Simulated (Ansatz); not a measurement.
A made-up structure of C$_{2}$H$_{5}$S (charge +1), closed shell:

```
atom    x (Å)    y (Å)    z (Å)
  C1  -0.8441   0.8601  -0.9240
  S2  -0.0216  -0.5118  -0.9237
  C3   0.6743  -0.7035   0.7098
  H4  -1.3421   1.1399  -1.8497
  H5  -0.9264   1.5118  -0.0583
  H6   0.4090   0.1319   1.3547
  H7  -0.4429   1.7336  -0.4773
  H8   0.2940  -1.6479   1.1064
```

It is relaxed with PBE-D4/def2-SVP and then PBE0-D4/def2-TZVP (Ansatz 0.2.0). Atoms count as bonded within 1.22 times the sum of their covalent radii (H–H: 0.88 Å). The end point is not checked to be a true minimum.

Question: Does its bonding change? (Judge from chemistry; the calculation decides.)

Answer: The calculation gives: Yes. Formed: none; broken: H5–H7.

Where it ends: The first stage lowers the energy by 5.81 eV in 20 steps. It ends as C₂H₅S ([CH2][S][CH3]), total charge +1:
C1  (-0.878, 1.120, -0.797)
S2  (-0.704, -0.613, -0.400)
C3  (0.463, -0.729, 0.687)
H4  (-0.717, 1.215, -1.873)
H5  (-1.910, 1.395, -0.565)
H6  (1.012, 0.125, 1.074)
H7  (-0.172, 1.728, -0.236)
H8  (0.707, -1.726, 1.048)
(Å)

Labels in which every atom is bracketed show which atoms are joined, not bond orders.

For scale, one of the runs: PBE0-D4/def2-TZVP relaxation, 129 basis functions, launched by `ansatz run in.yaml --threads 2 --pin off --events-out ev --progress --plain --max-ram 4352MiB`. The run took about 27 s on 2 CPU threads of an Arm Neoverse V2 (shared host).
